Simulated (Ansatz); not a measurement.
Species: allene, C$_{3}$H$_{4}$ (charge 0, singlet). 
Structure (B3LYP-D3(BJ)/def2-TZVP (Ansatz, a quantum-chemistry and plane-wave program) minimum search):
SMILES: C=C=C
```xyz
7

C      0.0000     0.0000     0.0000
C     -0.0052     0.0000     1.3001
C      0.0052     0.0000    -1.3001
H     -0.0108     0.9262     1.8632
H     -0.0040    -0.9263     1.8631
H      0.9337     0.0035    -1.8595
H     -0.9188    -0.0034    -1.8668
```

Basis-set convergence of Hartree-Fock and CCSD correlation energies (hartree) with Ansatz. Valence correlation only, unless marked. No spin-orbit coupling. Non-relativistic.

```json
[
 {"basis": "aug-cc-pVDZ", "functions": "105", "E(HF)": "-115.87684", "E(corr, CCSD)": "-0.43721"},
 {"basis": "aug-cc-pVTZ", "functions": "230", "E(HF)": "…", "E(corr, CCSD)": "…"}
]
```

Task: Some entries are withheld; supply them.

Result: 
- aug-cc-pVTZ, E(HF): -115.90705
- aug-cc-pVTZ, E(corr, CCSD): -0.50894
